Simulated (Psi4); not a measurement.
Psi4 input (PBE/pcseg-0):

```
memory 2025 MB

molecule {
0 1
H    -0.00000000   -0.00000000   -0.37201156
H     0.00000000    0.00000000    0.37201156
}

set {
  basis pcseg-0
  scf_type df
}

energy('pbe')
print_variables()
```

Output:

```
-----------------------------------------------------------------------
          Psi4: An Open-Source Ab Initio Electronic Structure Package
                               Psi4 1.11 release

    D. G. A. Smith, L. A. Burns, A. C. Simmonett, R. M. Parrish,
    M. C. Schieber, R. Galvelis, P. Kraus, H. Kruse, R. Di Remigio,
    A. Alenaizan, A. M. James, S. Lehtola, J. P. Misiewicz, M. Scheurer,
    R. A. Shaw, J. B. Schriber, Y. Xie, Z. L. Glick, D. A. Sirianni,
    J. S. O'Brien, J. M. Waldrop, A. Kumar, E. G. Hohenstein,
    B. P. Pritchard, B. R. Brooks, H. F. Schaefer III, A. Yu. Sokolov,
    K. Patkowski, A. E. DePrince III, U. Bozkaya, R. A. King,
    F. A. Evangelista, J. M. Turney, T. D. Crawford, C. D. Sherrill,
    J. Chem. Phys. 152(18) 184108 (2020). https://doi.org/10.1063/5.0006002

                            Additional Code Authors
    E. T. Seidl, C. L. Janssen, E. F. Valeev, M. L. Leininger,
    J. F. Gonthier, R. M. Richard, H. R. McAlexander, M. Saitow, X. Wang,
    P. Verma, M. H. Lechner, A. Jiang, S. Behnle, A. G. Heide,
    M. F. Herbst, D. L. Poole, T. Győri, E. C. Mitchell, J. P. Pederson,
    and A. M. Wallace

             Previous Authors, Complete List of Code Contributors,
                       and Citations for Specific Modules
    https://github.com/psi4/psi4/blob/master/codemeta.json
    https://github.com/psi4/psi4/graphs/contributors
    https://psicode.org/psi4manual/master/introduction.html#citing-psifour

    -----------------------------------------------------------------------

    Threads:    1
    Addons:     a̶d̶c̶c̶, a̶m̶b̶i̶t̶, b̶s̶e̶, c̶c̶t̶3̶, c̶f̶o̶u̶r̶, c̶h̶e̶m̶p̶s̶2̶, c̶p̶p̶e̶, d̶d̶x̶,
                d̶f̶t̶d̶3̶, d̶f̶t̶d̶4̶, dkh, ecpint, einsums, f̶o̶r̶t̶e̶, gauxc, g̶c̶p̶,
                g̶d̶m̶a̶, g̶e̶o̶m̶e̶t̶r̶i̶c̶, g̶p̶u̶_̶d̶f̶c̶c̶, i̶n̶t̶e̶g̶r̶a̶t̶o̶r̶x̶x̶,
                i̶p̶i̶, l̶i̶b̶e̶f̶p̶, m̶d̶i̶, m̶p̶2̶d̶, m̶r̶c̶c̶, ooo,
                o̶p̶e̶n̶f̶e̶r̶m̶i̶o̶n̶p̶s̶i̶4̶, pcmsolver, p̶s̶i̶4̶f̶o̶c̶k̶c̶i̶, p̶s̶i̶x̶a̶s̶,
                p̶y̶e̶i̶n̶s̶u̶m̶s̶, r̶e̶s̶p̶, s̶i̶m̶i̶n̶t̶, s̶n̶s̶m̶p̶2̶,
                v̶2̶r̶d̶m̶_̶c̶a̶s̶s̶c̶f̶

  ==> Input File <==

--------------------------------------------------------------------------
memory 2025 MB

molecule {
0 1
H    -0.00000000   -0.00000000   -0.37201156
H     0.00000000    0.00000000    0.37201156
}

set {
  basis pcseg-0
  scf_type df
}

energy('pbe')
print_variables()
--------------------------------------------------------------------------

   => Libint2 <=

    Primary   basis highest AM E, G, H:  7, 6, 3
    Auxiliary basis highest AM E, G, H:  7, 7, 4
    Onebody   basis highest AM E, G, H:  -, -, -
    Solid Harmonics ordering:            Gaussian

   => Loading Basis Set <=

    Name: PCSEG-0
    Role: ORBITAL
    Keyword: BASIS
    atoms 1-2 entry H          line    13 file pcseg-0.gbs

         ---------------------------------------------------------
                                   SCF
               by Justin Turney, Rob Parrish, Andy Simmonett
                          and Daniel G. A. Smith
                              RKS Reference
                        1 Threads,   1931 MiB Core
         ---------------------------------------------------------

  ==> Geometry <==

    Molecular point group: d2h
    Full point group: D_inf_h

    Geometry (in Angstrom), charge = 0, multiplicity = 1:

       Center              X                  Y                   Z               Mass
    ------------   -----------------  -----------------  -----------------  -----------------
         H            0.000000000000     0.000000000000    -0.372011560000     1.007825032230
         H            0.000000000000     0.000000000000     0.372011560000     1.007825032230

  Running in d2h symmetry.

  Rotational constants: A = ************  B =     60.43221  C =     60.43221 [cm^-1]
  Rotational constants: A = ************  B = 1811712.12794  C = 1811712.12794 [MHz]
  Nuclear repulsion =    0.711237589861455

  Charge       = 0
  Multiplicity = 1
  Electrons    = 2
  Nalpha       = 1
  Nbeta        = 1

  ==> Algorithm <==

  SCF Algorithm Type is DF.
  DIIS enabled.
  MOM disabled.
  Fractional occupation disabled.
  Guess Type is SAD.
  Energy threshold   = 1.00e-06
  Density threshold  = 1.00e-06
  Integral threshold = 1.00e-12

  ==> Primary Basis <==

  Basis Set: PCSEG-0
    Blend: PCSEG-0
    Number of shells: 4
    Number of basis functions: 4
    Number of Cartesian functions: 4
    Spherical Harmonics?: true
    Max angular momentum: 0

  ==> DFT Potential <==

   => LibXC <=

    Version 7.1.2
    S. Lehtola, C. Steigemann, M. J. T. Oliveira, and M. A. L. Marques,  SoftwareX 7, 1–5 (2018) (10.1016/j.softx.2017.11.002)

   => Composite Functional: PBE <=

    PBE GGA Exchange-Correlation Functional

    J.P. Perdew et. al., Phys. Rev. Lett., 77(18), 3865-3868, 1996

    Deriv               =              1
    GGA                 =           TRUE
    Meta                =          FALSE

    Exchange Hybrid     =          FALSE
    MP2 Hybrid          =          FALSE

   => Exchange Functionals <=

    1.0000     XC_GGA_X_PBE

   => Correlation Functionals <=

    1.0000     XC_GGA_C_PBE

   => LibXC Density Thresholds  <==

    XC_GGA_C_PBE:  1.00E-12
    XC_GGA_X_PBE:  1.00E-15

   => Molecular Quadrature <=

    Radial Scheme          =       TREUTLER
    Pruning Scheme         =           NONE
    Nuclear Scheme         =       TREUTLER

    Blocking Scheme        =         OCTREE
    BS radius alpha        =              1
    Pruning alpha          =              1
    Radial Points          =             75
    Spherical Points       =            302
    Total Points           =          44640
    Total Blocks           =            392
    Max Points             =            256
    Max Functions          =              4
    Weights Tolerance      =       1.00E-15

   => Loading Basis Set <=

    Name: (PCSEG-0 AUX)
    Role: JKFIT
    Keyword: DF_BASIS_SCF
    atoms 1-2 entry H          line    18 file def2-universal-jkfit.gbs

  ==> Integral Setup <==

  DFHelper Memory: AOs need 0.000 GiB; user supplied 1.409 GiB.
  SCF_SUBTYPE=INCORE selected. In-core MEM_DF algorithm will be used.
  Using in-core AOs.

  ==> MemDFJK: Density-Fitted J/K Matrices <==

    J tasked:                   Yes
    K tasked:                    No
    wK tasked:                   No
    OpenMP threads:               1
    Algorithm:                 Core
    Schwarz Cutoff:           1E-12
    Mask sparsity (%):       0.0000
    Fitting Condition:        1E-10

   => Auxiliary Basis Set <=

  Basis Set: (PCSEG-0 AUX)
    Blend: DEF2-UNIVERSAL-JKFIT
    Number of shells: 12
    Number of basis functions: 36
    Number of Cartesian functions: 40
    Spherical Harmonics?: true
    Max angular momentum: 2

  Cached 100.0% of DFT collocation blocks in 0.005 [GiB].

  Minimum eigenvalue in the overlap matrix is 3.2817080336E-01.
  Reciprocal condition number of the overlap matrix is 1.9629445641E-01.
    Using symmetric orthogonalization.

  ==> Pre-Iterations <==

  SCF Guess: Superposition of Atomic Densities via on-the-fly atomic UHF (no occupation information).

   -------------------------
    Irrep   Nso     Nmo
   -------------------------
     Ag         2       2
     B1g        0       0
     B2g        0       0
     B3g        0       0
     Au         0       0
     B1u        2       2
     B2u        0       0
     B3u        0       0
   -------------------------
    Total       4       4
   -------------------------

  ==> Iterations <==

                           Total Energy        Delta E     RMS |[F,P]|

   @DF-RKS iter SAD:    -0.94623457739828   -9.46235e-01   0.00000e+00
   @DF-RKS iter   1:    -1.14871015288207   -2.02476e-01   3.05898e-02 DIIS/ADIIS
   @DF-RKS iter   2:    -1.15543991586979   -6.72976e-03   8.89677e-03 DIIS/ADIIS
   @DF-RKS iter   3:    -1.15604531384981   -6.05398e-04   1.88456e-04 DIIS/ADIIS
   @DF-RKS iter   4:    -1.15604558655504   -2.72705e-07   1.28901e-06 DIIS
   @DF-RKS iter   5:    -1.15604558656780   -1.27560e-11   1.18796e-09 DIIS
  Energy and wave function converged.

  ==> Post-Iterations <==

   Electrons on quadrature grid:
      Ntotal   =    1.9999999998 ; deviation = -2.383e-10

    Orbital Energies [Eh]
    ---------------------

    Doubly Occupied:

       1Ag    -0.382747

    Virtual:

       1B1u    0.060017     2Ag     0.429879     2B1u    0.883970

    Final Occupation by Irrep:
             Ag   B1g   B2g   B3g    Au   B1u   B2u   B3u
    DOCC [     1,    0,    0,    0,    0,    0,    0,    0 ]
    NA   [     1,    0,    0,    0,    0,    0,    0,    0 ]
    NB   [     1,    0,    0,    0,    0,    0,    0,    0 ]

  @DF-RKS Final Energy:    -1.15604558656780

   => Energetics <=

    Nuclear Repulsion Energy =              0.7112375898614546
    One-Electron Energy =                  -2.4797402909043047
    Two-Electron Energy =                   1.2958292335667851
    DFT Exchange-Correlation Energy =      -0.6833721190917333
    Empirical Dispersion Energy =           0.0000000000000000
    VV10 Nonlocal Energy =                  0.0000000000000000
    Total Energy =                         -1.1560455865677985

Computation Completed

Properties will be evaluated at   0.000000,   0.000000,   0.000000 [a0]

Properties computed using the SCF density matrix

 Multipole Moments:

 ------------------------------------------------------------------------------------
     Multipole            Electronic (a.u.)      Nuclear  (a.u.)        Total (a.u.)
 ------------------------------------------------------------------------------------

 L = 1.  Multiply by 2.5417464519 to convert [e a0] to [Debye]
 Dipole X            :          0.0000000            0.0000000            0.0000000
 Dipole Y            :          0.0000000            0.0000000            0.0000000
 Dipole Z            :          0.0000000            0.0000000            0.0000000
 Magnitude           :                                                    0.0000000

 ------------------------------------------------------------------------------------

  Variable Map:
  ----------------------------------------------------------------------------
  "CURRENT ENERGY"              =>      -1.156045586568
  "CURRENT REFERENCE ENERGY"    =>      -1.156045586568
  "DD SOLVATION ENERGY"         =>       0.000000000000
  "DFT FUNCTIONAL TOTAL ENERGY" =>      -1.156045586568
  "DFT TOTAL ENERGY"            =>      -1.156045586568
  "DFT VV10 ENERGY"             =>       0.000000000000
  "DFT XC ENERGY"               =>      -0.683372119092
  "GRID ELECTRONS ALPHA"        =>       0.999999999881
  "GRID ELECTRONS BETA"         =>       0.999999999881
  "GRID ELECTRONS TOTAL"        =>       1.999999999762
  "NUCLEAR REPULSION ENERGY"    =>       0.711237589861
  "ONE-ELECTRON ENERGY"         =>      -2.479740290904
  "PCM POLARIZATION ENERGY"     =>       0.000000000000
  "PE ENERGY"                   =>       0.000000000000
  "SCF ITERATION ENERGY"        =>      -1.156045586568
  "SCF ITERATIONS"              =>       5.000000000000
  "SCF TOTAL ENERGY"            =>      -1.156045586568
  "TWO-ELECTRON ENERGY"         =>       1.295829233567
  "XC GRID RADIAL POINTS"       =>      75.000000000000
  "XC GRID SPHERICAL POINTS"    =>     302.000000000000
  "XC GRID TOTAL POINTS"        =>   44640.000000000000

  Array Variable Map:
  ----------------------------------------------------------------------------
  "CURRENT DIPOLE"              =>       0.000000000000 ... 0.000000000000 1 by 3
  "SCF DIPOLE"                  =>       0.000000000000 ... 0.000000000000 1 by 3
  "SCF TOTAL ENERGIES"          =>      -0.946234577398 ... -1.156045586568 1 by 6

*** Psi4 exiting successfully. Buy a developer a beer!
```
